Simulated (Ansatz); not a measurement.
Mulliken charges of hydrogen chloride (`Cl`) from PBE/def2-TZVPP in Ansatz (PBE0-D4/def2-TZVP geometry).

```tsv
atom	x (Å)	y (Å)	z (Å)	charge (e)
Cl1	0.546	-0.179	0.281	-0.180
H2	-0.546	0.179	-0.281	0.180
```

Problem. By hand: the dipole of these point charges (1 e Å = 4.8032 D).

Solution. Σ q r = (-0.197, 0.064, -0.101) e Å, of length 0.230 e Å = 1.10 D.

Problem. How does the dipole of the full density compare? (Estimate.)

Solution. Computed: (-0.209, 0.068, -0.107) e Å, 1.17 D; the point charges give 0.94 times that, at 0° from its direction.

Point charges leave out the atoms' own dipoles, such as those of lone pairs, and Mulliken's split depends on the basis, so the close match here is no proof of good charges.
